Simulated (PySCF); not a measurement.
Bond curve of LiS

Set-up: basis Li x2c-TZVPPall, S x2c-TZVPPall; spin-free X2C with a Gaussian nucleus; PySCF 2.14. Energies in eV from Li + S in their ground configurations at the same level. State: ²Π (doublet), unpaired electrons π ↑.

All columns are PBE0. A positive dipole means Li(−)S(+).

| R (Å) | E (eV) | μ (D) | Mulliken charge on Li (basis-dependent) | HOMO (eV) | LUMO (eV) | Mayer bond order | ⟨S²⟩ |
| --- | --- | --- | --- | --- | --- | --- | --- |
| 1.846 | -2.603 | -5.93 | 0.63 | -5.91 | -3.18 | 0.70 | 0.75 |
| 1.932 | -2.868 | -6.19 | 0.63 | -5.77 | -3.04 | 0.70 | 0.75 |
| 2.018 | -3.015 | -6.47 | 0.63 | -5.65 | -2.92 | 0.69 | 0.75 |
| 2.083 | -3.068 | -6.68 | 0.63 | -5.56 | -2.83 | 0.69 | 0.75 |
| 2.147 | -3.083 | -6.89 | 0.63 | -5.48 | -2.75 | 0.69 | 0.75 |
| 2.211 | -3.068 | -7.10 | 0.63 | -5.39 | -2.67 | 0.69 | 0.75 |
| 2.297 | -3.012 | -7.39 | 0.62 | -5.29 | -2.56 | 0.70 | 0.75 |
| 2.405 | -2.899 | -7.76 | 0.61 | -5.17 | -2.44 | 0.71 | 0.76 |
| 2.534 | -2.726 | -8.19 | 0.60 | -5.04 | -2.31 | 0.72 | 0.76 |
| 2.705 | -2.460 | -8.77 | 0.59 | -4.88 | -2.14 | 0.73 | 0.76 |

A fit through these points gives, at Re = 2.144 Å, μ = -6.88 D and dμ/dR = -3.31 D/Å; the reduced mass is 5.753 u.

How strong is the fundamental in the double-harmonic approximation, I = 42.26·(dμ/dR)²/μred km/mol?

I = 42.26·(-3.31)²/5.753 = 80.5 km/mol at PBE0.

The state was picked by a PBE0 search and need not be the measured ground state.
